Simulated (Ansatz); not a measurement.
Reaction (SMILES): [C-]#[S+] (C-S) → CS+ (doublet, bonded as [C-]#[S+]) + e-
B3LYP-D3(BJ)/def2-TZVP geometries, fixed; electronic energies without zero-point terms.
Largest species:
```
C
S 1 1.5320
```
Charge 0, spin multiplicity 1.

Core correlation in the adiabatic ionisation energy at MP2 with Ansatz (an electronic-structure program), in eV: frozen core against 1s of Al to Cl frozen alone. The T1 diagnostic of CCSD is high for at least one species. An unrestricted Hartree-Fock determinant is markedly spin-contaminated. Open shells are unrestricted.

```json
[
 {"basis": "cc-pV(D+d)Z", "functions, most": "37", "frozen core": "11.766"},
 {"basis": "cc-pCVDZ", "functions, most": "45", "frozen core": "11.831"},
 {"basis": "cc-pV(T+d)Z", "functions, most": "69", "frozen core": "12.069"},
 {"basis": "cc-pCVTZ", "functions, most": "102", "frozen core": "12.082"},
 {"basis": "cc-pwCVTZ", "functions, most": "102", "frozen core": "12.079"},
 {"basis": "cc-pV(Q+d)Z", "functions, most": "119", "frozen core": "12.196"},
 {"basis": "cc-pCVQZ", "functions, most": "193", "frozen core": "12.200"},
 {"basis": "cc-pwCVQZ", "functions, most": "193", "frozen core": "12.203"}
]
```

Q: How large is the core term in each set?

A: The largest core-valence set, cc-pwCVQZ, gives a core term of 0.018 eV; the valence set cc-pV(Q+d)Z, which lacks functions for the core, gives 0.004. By row: cc-pV(D+d)Z 0.015, cc-pCVDZ 0.016, cc-pV(T+d)Z 0.001, cc-pCVTZ 0.020, cc-pwCVTZ 0.017, cc-pV(Q+d)Z 0.004, cc-pCVQZ 0.018, cc-pwCVQZ 0.018.
